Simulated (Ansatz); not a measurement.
Geometry optimisation, RKS PBE0-D4/def2-SVP in Ansatz.

input.yaml

```yaml
crystal:
  periodic: [false, false, false]
  atoms:
    - { symbol: Al, position_ang: [0.0, 0.0, 0.0] }
    - { symbol: Cl, position_ang: [0.0, 0.0, 2.58] }
    - { symbol: H, position_ang: [1.351, 0.0, -0.78] }
    - { symbol: H, position_ang: [-1.351, 0.0, -0.78] }
    - { symbol: "N", position_ang: [0.0928, -2.1047, 0.7] }
    - { symbol: H, position_ang: [-0.4256, -2.8627, 0.1705] }
    - { symbol: H, position_ang: [0.6555, -2.3517, 1.5637] }
    - { symbol: H, position_ang: [0.0645, -1.4634, 1.8747] }
basis:
  gaussian: { orbitals: def2-SVP }
hamiltonian:
  xc: pbe0
  dispersion: d4
relax:
  f_tol: 0.15
  max_steps: 25
  restrain:
    - { distance: [0, 4], at: 3.12, k: 30.0 }
    - { distance: [7, 1], at: 2.57, k: 30.0 }
    - { distance: [0, 1], at: 2.23, k: 30.0 }
    - { distance: [7, 4], at: 1.06, k: 30.0 }
```

Run as:

```bash
$ ansatz run input.yaml --threads 1 --pin off --max-ram 2048MiB --backend cpu --events-out ev --progress --plain --runs-dir out
```

Q: Where does it end, and by what steps?

A: It converged. The restraints hold the end off the free minimum. After 8 steps the energy has fallen by 2.806 eV (the restraints' own energy left out); H7 moved furthest, 0.82 Å. Joined: N5–H8 (1.34 → 1.04 Å).

| step | energy less start (eV) | largest force component (eV/Å) | accepted |
| --- | --- | --- | --- |
| 0 | 0.0000 | 3.228 | yes |
| 1 | 0.1752 | 4.671 | yes |
| 2 | -0.2605 | 4.492 | yes |
| 3 | -1.1684 | 4.110 | yes |
| 4 | -2.0250 | 5.696 | yes |
| 5 | -2.5085 | 2.192 | yes |
| 6 | -2.7275 | 1.476 | yes |
| 7 | -2.7761 | 1.055 | yes |
| 8 | -2.8056 | 1.110 | yes |

```xyz
8
Properties=species:S:1:pos:R:3
Al 0.029 0.409 -0.045
Cl -0.154 0.555 2.148
H 1.478 0.600 -0.642
H -1.326 0.387 -0.850
N 0.106 -2.517 0.962
H -0.585 -3.248 0.790
H 1.002 -2.967 1.145
H -0.164 -2.002 1.822
```

Time of the run: 23 s on 1 thread of Arm Neoverse V2, on a shared host, peak memory 0.16 GiB.
